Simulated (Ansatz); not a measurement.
# Molecular dynamics of BClH2

input.yaml

```yaml
crystal:
  periodic: [false, false, false]
  atoms:
    - { symbol: B, position_ang: [-0.086993, 0.006274, -0.052812] }
    - { symbol: Cl, position_ang: [1.367746, -0.396779, 0.723861] }
    - { symbol: H, position_ang: [-1.187586, -0.521028, 0.177944] }
    - { symbol: H, position_ang: [-0.03, 0.952684, -0.964816] }
basis:
  gaussian: { orbitals: def2-SVP }
hamiltonian:
  xc: b3lyp
md:
  timestep: 0.5
  n_steps: 266
  ensemble: nvt_langevin
  temperature: 700.0
  initial_velocities: maxwell_boltzmann
  seed: 435522
  friction: 0.05
```

Run as:

```bash
$ ansatz run input.yaml --threads 1 --pin off --max-ram 2048MiB --backend cpu --events-out ev --progress --plain --runs-dir out
```

It goes on from the last frame of an earlier run, with new velocities.

Output, in part (one step line in 9, the closing report, with atoms numbered from 0):

```
md step     0: t =     0.00 fs  T =   525.0 K  F+E_penalty+E_count = -13227.82098343 eV  E_kin = 0.271446 eV  (22 SCF iters)
md step     9: t =     4.50 fs  T =   773.7 K  F+E_penalty+E_count = -13227.95808309 eV  E_kin = 0.400045 eV  (24 SCF iters)
md step    18: t =     9.00 fs  T =   395.0 K  F+E_penalty+E_count = -13227.80693858 eV  E_kin = 0.204249 eV  (21 SCF iters)
md step    27: t =    13.50 fs  T =   610.8 K  F+E_penalty+E_count = -13227.81363947 eV  E_kin = 0.315810 eV  (24 SCF iters)
md step    36: t =    18.00 fs  T =   785.0 K  F+E_penalty+E_count = -13227.86578857 eV  E_kin = 0.405895 eV  (23 SCF iters)
md step    45: t =    22.50 fs  T =   770.9 K  F+E_penalty+E_count = -13227.76808603 eV  E_kin = 0.398587 eV  (23 SCF iters)
md step    54: t =    27.00 fs  T =   737.7 K  F+E_penalty+E_count = -13227.79240705 eV  E_kin = 0.381420 eV  (23 SCF iters)
md step    63: t =    31.50 fs  T =   672.0 K  F+E_penalty+E_count = -13227.79830376 eV  E_kin = 0.347430 eV  (24 SCF iters)
md step    72: t =    36.00 fs  T =  1024.9 K  F+E_penalty+E_count = -13227.87124249 eV  E_kin = 0.529922 eV  (24 SCF iters)
md step    81: t =    40.50 fs  T =  1254.6 K  F+E_penalty+E_count = -13227.88383513 eV  E_kin = 0.648695 eV  (24 SCF iters)
md step    90: t =    45.00 fs  T =   725.6 K  F+E_penalty+E_count = -13227.84070813 eV  E_kin = 0.375146 eV  (24 SCF iters)
md step    99: t =    49.50 fs  T =   983.7 K  F+E_penalty+E_count = -13227.88415958 eV  E_kin = 0.508633 eV  (24 SCF iters)
md step   108: t =    54.00 fs  T =   866.8 K  F+E_penalty+E_count = -13227.90731631 eV  E_kin = 0.448190 eV  (24 SCF iters)
md step   117: t =    58.50 fs  T =   673.2 K  F+E_penalty+E_count = -13227.76818980 eV  E_kin = 0.348092 eV  (24 SCF iters)
md step   126: t =    63.00 fs  T =   763.8 K  F+E_penalty+E_count = -13227.79591558 eV  E_kin = 0.394923 eV  (24 SCF iters)
md step   135: t =    67.50 fs  T =   390.2 K  F+E_penalty+E_count = -13227.95241918 eV  E_kin = 0.201726 eV  (24 SCF iters)
md step   144: t =    72.00 fs  T =   450.4 K  F+E_penalty+E_count = -13227.99034818 eV  E_kin = 0.232901 eV  (24 SCF iters)
md step   153: t =    76.50 fs  T =   267.4 K  F+E_penalty+E_count = -13227.85062803 eV  E_kin = 0.138252 eV  (23 SCF iters)
md step   162: t =    81.00 fs  T =   656.8 K  F+E_penalty+E_count = -13227.74532756 eV  E_kin = 0.339574 eV  (23 SCF iters)
md step   171: t =    85.50 fs  T =  1009.3 K  F+E_penalty+E_count = -13227.71954209 eV  E_kin = 0.521837 eV  (24 SCF iters)
md step   180: t =    90.00 fs  T =   710.1 K  F+E_penalty+E_count = -13227.65048713 eV  E_kin = 0.367173 eV  (24 SCF iters)
md step   189: t =    94.50 fs  T =   954.0 K  F+E_penalty+E_count = -13227.80948178 eV  E_kin = 0.493243 eV  (24 SCF iters)
md step   198: t =    99.00 fs  T =   815.3 K  F+E_penalty+E_count = -13227.86131780 eV  E_kin = 0.421527 eV  (24 SCF iters)
md step   207: t =   103.50 fs  T =   643.6 K  F+E_penalty+E_count = -13227.73191472 eV  E_kin = 0.332771 eV  (24 SCF iters)
md step   216: t =   108.00 fs  T =   385.0 K  F+E_penalty+E_count = -13227.56147260 eV  E_kin = 0.199079 eV  (23 SCF iters)
md step   225: t =   112.50 fs  T =  1034.3 K  F+E_penalty+E_count = -13227.93632437 eV  E_kin = 0.534761 eV  (24 SCF iters)
md step   234: t =   117.00 fs  T =   937.8 K  F+E_penalty+E_count = -13227.89917754 eV  E_kin = 0.484867 eV  (23 SCF iters)
md step   243: t =   121.50 fs  T =   833.5 K  F+E_penalty+E_count = -13227.69563078 eV  E_kin = 0.430945 eV  (24 SCF iters)
md step   252: t =   126.00 fs  T =   832.2 K  F+E_penalty+E_count = -13227.70318886 eV  E_kin = 0.430260 eV  (24 SCF iters)
md step   261: t =   130.50 fs  T =   650.2 K  F+E_penalty+E_count = -13227.71706567 eV  E_kin = 0.336205 eV  (24 SCF iters)
md step   266: t =   133.00 fs  T =   616.8 K  F+E_penalty+E_count = -13227.78504256 eV  E_kin = 0.318905 eV  (23 SCF iters)
Total energy: -13227.78522195 eV, -486.1121407918 hartree
Atom 0 at    -0.164509     0.024107     0.685787 Å, force    -3.249269    -1.006385    -0.619064 eV/Å
Atom 1 at     1.342925    -0.697381     0.512973 Å, force     1.650587    -0.223675     0.026463 eV/Å
Atom 2 at    -0.526830     1.025025     1.196313 Å, force     0.705024     0.734209     0.368454 eV/Å
Atom 3 at    -1.139541    -0.648922     0.252905 Å, force     0.893658     0.495852     0.224148 eV/Å
Dipole moment:     0.039723     0.034646     0.012309 e Å
```

All steps were run. A run of 0.13 ps of so small a system gives no equilibrium averages.

The same pairs are bonded in the first frame and the last. Pairs count as bonded within 1.25 times the sum of covalent radii (0.12 Å more for H–H).

Last frame:

```xyz
4
Properties=species:S:1:pos:R:3
B -0.165 0.024 0.686
Cl 1.343 -0.697 0.513
H -0.527 1.025 1.196
H -1.139 -0.649 0.253
```

The run took 3 min on 1 thread of Arm Neoverse V1, on a shared host, peak memory 0.08 GiB.
